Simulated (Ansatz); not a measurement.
The input, for Ansatz 0.2.0:

```yaml
crystal:
  periodic: [false, false, false]
  atoms:
    - {symbol: B, position_ang: [0.084376, 0.005225, 1.260998]}
    - {symbol: N, position_ang: [-0.080498, 0.013599, -0.041609]}
    - {symbol: N, position_ang: [-0.003878, -0.018825, -1.219389]}
basis:
  gaussian: {orbitals: def2-SVP, point_charges: [{charge: 1.00, position_ang: [3.960, 0.766, -0.244]}]}
magnetization: {spin_polarized: true, initial_magnetization: 3}
hamiltonian: {xc: hf}
output: {forces: true, orbitals: {seedname: orbitals}}
```

```sh
$ ansatz run in.yaml --threads 1 --pin off --events-out ev --progress --plain --max-ram 2393MiB
```

Question: Roughly how long does this take on 1 thread of AMD EPYC, shared host, and how much host memory?

Answer: 0.76 s wall and 0.08 GiB.

```
428 factors; integrals over basis functions are off by at most 1.4e-3 eV
mean field evaluation 1: about -3624.9355 eV, gradient 1.9e1 eV
mean field evaluation 2: about -3625.0773 eV, gradient 1.9e1 eV
mean field evaluation 4: about -3628.5884 eV, gradient 4.9e0 eV
mean field evaluation 8: about -3629.3337 eV, gradient 7.5e-1 eV
mean field -3629.36998705 eV, -133.3768869487 hartree, gradient 8.3e-5 eV, S^2 3.998270; 0 other end points of the search recorded, 0 dependent functions left out
the calculation of the forces begins
reference -3629.36998705 eV, -133.3768869487 hartree; 11, 8 occupied and 31, 34 virtual orbitals, 428 factors
Total energy: -3629.36998705 eV, -133.3768869487 hartree
Atom 0 at     0.084376     0.005225     1.260998 Å, force    -0.588552     0.063635    -0.831077 eV/Å
Atom 1 at    -0.080498     0.013599    -0.041609 Å, force     0.990933    -0.127025     1.519181 eV/Å
Atom 2 at    -0.003878    -0.018825    -1.219389 Å, force    -0.378109     0.067533    -0.656149 eV/Å
Dipole moment:    -0.092103    -0.019351     0.261596 e Å
```

Forces (eV/Å):
```
B   -0.589  0.064 -0.831
N    0.991 -0.127  1.519
N   -0.378  0.068 -0.656
```
